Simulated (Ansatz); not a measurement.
Born–Oppenheimer molecular dynamics of ClH7Si2 (10 atoms, charge 0, multiplicity 1). It starts at the highest image of a converged band. Of that band: Neighbouring images differ by up to 2.3 eV, so the band resolves the path poorly. A vibrational analysis at the climbing image gives one clearly imaginary mode, 1195i cm⁻¹: a first-order saddle point.

These are results of RKS PBE0/def2-SVP (Ansatz), not measurements.

* ensemble: NVE (velocity Verlet)
* time step: 0.5 fs
* steps asked: 200
* starting velocities drawn for: 100 K
* seed: 2789

First frame:

```xyz
10
Properties=species:S:1:pos:R:3
Si -0.825 0.795 -0.599
H -0.820 -0.838 0.252
H -1.399 0.312 -1.889
H -1.874 1.428 0.254
Cl 0.529 2.318 -1.091
H -0.388 -1.625 0.761
Si 0.966 -0.641 0.549
H 0.389 0.046 1.750
H 0.969 -1.283 -0.805
H 2.453 -0.512 0.818
```

Task: How far do the bonds stretch over the last three quarters of this one trajectory? (Pairs bonded in most of those frames.)

Result: 
| bond | mean (Å) | spread (Å) | shortest | longest |
| --- | --- | --- | --- | --- |
| Si1–H2 | 1.522 | 0.100 | 1.37 | 1.68 |
| Si1–H3 | 1.491 | 0.007 | 1.48 | 1.50 |
| Si1–H4 | 1.497 | 0.021 | 1.46 | 1.54 |
| Si1–Cl5 | 2.092 | 0.013 | 2.07 | 2.11 |
| H6–Si7 | 1.513 | 0.030 | 1.46 | 1.57 |
| Si7–H8 | 1.514 | 0.023 | 1.47 | 1.56 |
| Si7–H9 | 1.517 | 0.027 | 1.46 | 1.57 |
| Si7–H10 | 1.510 | 0.022 | 1.46 | 1.57 |

Mean temperature of the second half: 2060 K. The conserved energy stayed within 0.27 meV per atom of its start (net change -0.11 meV per atom), so the integration is sound. The kinetic energy rose, since the run started high on the potential surface and went downhill. It ends in pieces (ClH3Si + H4Si), so much of that is their flight and rotation, not heat. A run of 0.1 ps of so small a system gives no equilibrium averages. The orbitals stay closed-shell, which can raise the energy where a bond breaks towards radicals; this wasn't checked here.

Time of the run: 4.5 min on 2 threads of Arm Neoverse V2, on a shared host, peak memory 0.17 GiB.
